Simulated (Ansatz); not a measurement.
# ClH4NSi: the cost of one run

All numbers are computed with Ansatz 0.2.0, driven from Python. Level of theory: CAM-B3LYP/def2-SVP.

### Step 1. Starting point

Bond lengths: N1–Si2 1.651 Å, Si2–Cl3 2.024 Å, N1–H4 1.066 Å, N1–H5 1.036 Å, Si2–H6 1.494 Å, Si2–H7 1.498 Å. Angles: N1–Si2–Cl3 107.5°, N1–Si2–H6 108.4°, N1–Si2–H7 109.0°, Cl3–Si2–H6 109.2°, Cl3–Si2–H7 110.9°, H6–Si2–H7 111.7°, Si2–N1–H4 105.8°, Si2–N1–H5 110.3°, H4–N1–H5 104.0°.

No structure file is read: the coordinates are typed or built in the script.

### Step 2. The code

Contents of opt_clh4nsi.py:

```python
'''Geometry optimisation of ClH4NSi.'''

import itertools

import ansatz as az
from ase import Atoms
from ase.data import atomic_numbers, covalent_radii
import numpy as np

BASIS = 'def2-SVP'
XC = 'cam_b3lyp'

atoms = Atoms(['N', 'Si', 'Cl', 'H', 'H', 'H', 'H'], positions=[
    [-0.7796, -0.2793, -0.7021],
    [0.5591, 0.0082, 0.2199],
    [0.5826, -1.3658, 1.7057],
    [-0.8868, 0.5738, -1.3318],
    [-1.6315, -0.2639, -0.1124],
    [0.4372, 1.3728, 0.8149],
    [1.7802, -0.1138, -0.6399],
])
mol = az.Crystal.molecule_from_ase(atoms)

base = mol.calculation().basis(gaussian=BASIS).functional(XC)
symbols = [site.symbol for site in mol.cartesian_sites]
start = np.array([site.position_ang for site in mol.cartesian_sites], dtype=float)
def progress(event):
    if event['event'] == 'relax_step':
        row = event['data']
        print(f'step {row["step"]:3d}  E = {row["lagrangian_ev"]:.6f} eV  largest force component {row["allowed_force_max_ev_ang"]:.4f} eV/A')


report = base.relax(force_tolerance=0.02).session().plan().execute(on_event=progress).report
end = np.array(report['positions_ang'])

print(f'E = {report["free_energy_ev"]:.6f} eV = {report["free_energy_ev"] / 27.211386246:.7f} Ha')
print('converged:', report['converged'], ' doubts:', report['published_state_doubts'] or 'none')

# pairs closer than 1.2 times the sum of covalent radii, before or after
radius = [covalent_radii[atomic_numbers[s]] for s in symbols]
span = lambda where, i, j: np.linalg.norm(where[i] - where[j])
bonded = [(i, j) for i, j in itertools.combinations(range(len(symbols)), 2) if min(span(start, i, j), span(end, i, j)) < 1.2 * (radius[i] + radius[j])]
print('pair        before    after (A)')
for i, j in bonded:
    print(f'{symbols[i]}{i}-{symbols[j]}{j}'.ljust(10), f'{span(start, i, j):8.4f} {span(end, i, j):8.4f}')
```

### Step 3. The input behind the calls

The package turns the script's settings into the engine's input:

```yaml
crystal:
  periodic: [false, false, false]
  atoms:
    - { symbol: "N", position_ang: [-0.7796, -0.2793, -0.7021] }
    - { symbol: Si, position_ang: [0.5591, 0.0082, 0.2199] }
    - { symbol: Cl, position_ang: [0.5826, -1.3658, 1.7057] }
    - { symbol: H, position_ang: [-0.8868, 0.5738, -1.3318] }
    - { symbol: H, position_ang: [-1.6315, -0.2639, -0.1124] }
    - { symbol: H, position_ang: [0.4372, 1.3728, 0.8149] }
    - { symbol: H, position_ang: [1.7802, -0.1138, -0.6399] }
basis:
  gaussian:
    orbitals: def2-SVP
hamiltonian:
  xc: cam_b3lyp
relax:
  f_tol: 0.02
```

### Step 4. Running it

Run with:

```bash
python opt_clh4nsi.py
```

Q: Estimate wall time and peak memory on 1 thread of Arm Neoverse V2, shared host.

About 26 s, with a peak of 0.22 GiB.
